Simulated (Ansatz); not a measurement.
Coupled-cluster run, `N[Si]S`.

```yaml
crystal:
  periodic: [false, false, false]
  atoms:
    - {symbol: N, position_ang: [-0.870183, 0.238854, -0.783902]}
    - {symbol: Si, position_ang: [0.167831, -0.981958, -0.192429]}
    - {symbol: S, position_ang: [1.209307, 0.229730, 1.261830]}
    - {symbol: H, position_ang: [-0.920698, 1.203517, -0.492540]}
    - {symbol: H, position_ang: [-1.533362, 0.027147, -1.512428]}
    - {symbol: H, position_ang: [1.989304, -0.781191, 1.673268]}
basis:
  gaussian: {orbitals: cc-pV(Q+d)Z}
correlation: {method: ccsd_t}
```

```sh
$ ansatz run in.yaml --threads 4 --pin off --events-out ev --progress --plain --max-ram 10444MiB
```

The program prints (abridged):

```
Functional definition: HF
1644 factors; integrals over basis functions are off by at most 7.5e-4 eV
mean field evaluation 1: about -20208.5468 eV, gradient 3.6e1 eV
mean field evaluation 2: about -20208.6675 eV, gradient 3.6e1 eV
mean field evaluation 4: about -20211.6283 eV, gradient 3.1e0 eV
mean field evaluation 8: about -20211.6873 eV, gradient 2.9e-1 eV
mean field evaluation 16: about -20211.6881 eV, gradient 1.3e-6 eV
mean field -20211.68805146 eV, -742.7658359171 hartree, gradient 1.3e-6 eV, S^2 0.000000; 0 other end points of the search recorded, 0 dependent functions left out
11 core orbitals not correlated: weight in the atoms' cores, before any rotation towards them, 1.000 or more for the frozen orbitals, at most 0.000 for the correlated occupied ones
reference -20211.68805146 eV, -742.7658359171 hartree; 9, 9 occupied and 253, 253 virtual orbitals, 1644 factors
second order -14.53207274 eV of doubles, -0.00000000 eV of singles
cycle   1  -14.88413956 eV  change   -3.5e-1 eV  update   8.7e-2
cycle   2  -15.26434888 eV  change   -3.8e-1 eV  update   2.8e-2
cycle   3  -15.34016328 eV  change   -7.6e-2 eV  update   1.5e-2
cycle   4  -15.32866149 eV  change    1.2e-2 eV  update   3.7e-3
cycle   5  -15.32790164 eV  change    7.6e-4 eV  update   1.8e-3
cycle   6  -15.32782866 eV  change    7.3e-5 eV  update   5.3e-4
cycle   7  -15.32760407 eV  change    2.2e-4 eV  update   2.0e-4
cycle   8  -15.32765480 eV  change   -5.1e-5 eV  update   6.6e-5
cycle   9  -15.32766928 eV  change   -1.4e-5 eV  update   2.4e-5
cycle  10  -15.32765763 eV  change    1.2e-5 eV  update   8.1e-6
perturbative correction -0.74153360 eV, -0.0272508573 hartree
Total energy: -20227.75724270 eV, -743.3563678030 hartree
```

Hardware: 4 threads of an Arm Neoverse V2 on a shared host. Wall time 68 s, peak host memory 6.8 GiB.

MP2 recovers 90.4 % of the CCSD(T) correlation energy and the triples give 4.6 %; T1 = 0.0138.
